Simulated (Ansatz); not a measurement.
Process, species as SMILES: C (CH4) → [CH3] (CH3) + H atom
B3LYP-D3(BJ)/def2-TZVP geometries, fixed; electronic energies without zero-point terms.

Basis-set convergence of the bond dissociation energy at MP2 with Ansatz (a program for electronic structure). Cartesian d functions, on some or all atoms, in 6-31+G*; all else is spherical. Cores are frozen. Open shells are unrestricted. No added dispersion term, no relativity. Functions are those of the species that has most. Reference: Hartree-Fock in aug-cc-pVQZ plus the correlation part extrapolated as X^-3 from aug-cc-pVTZ and aug-cc-pVQZ, 112.07 kcal/mol, itself unsure by roughly 0.21 kcal/mol (a third of the extrapolation step and of the last Hartree-Fock step). Deviations are taken from unrounded values.

```csv
basis,functions
pcseg-0,17
6-31+G*,27
cc-pVDZ,34
pcseg-1,34
6-311+G**,46
"6-311++G(2d,2p)",67
cc-pVTZ,86
pcseg-2,86
"6-311++G(3df,3pd)",111
cc-pVQZ,175
pcseg-3,192
```

Problem. Which is the smallest set listed that can be trusted to 1 kcal/mol here, that is, within that of the reference together with its larger relatives (same family, alike in diffuse functions; a set with none to test it counts only in the reference's own line)?

Solution. Of the sets listed that have larger relatives (same family, alike in diffuse functions), none stays within 1 kcal/mol of the reference together with them. Inside, with no larger relative to test it: cc-pVQZ, pcseg-3. Value minus reference: pcseg-0 -13.16, 6-31+G* -9.52, cc-pVDZ -5.26, pcseg-1 -4.68, 6-311+G** -4.65, 6-311++G(2d,2p) -3.18, cc-pVTZ -1.52, pcseg-2 -1.48, 6-311++G(3df,3pd) -1.67, cc-pVQZ -0.58, pcseg-3 -0.47 kcal/mol.
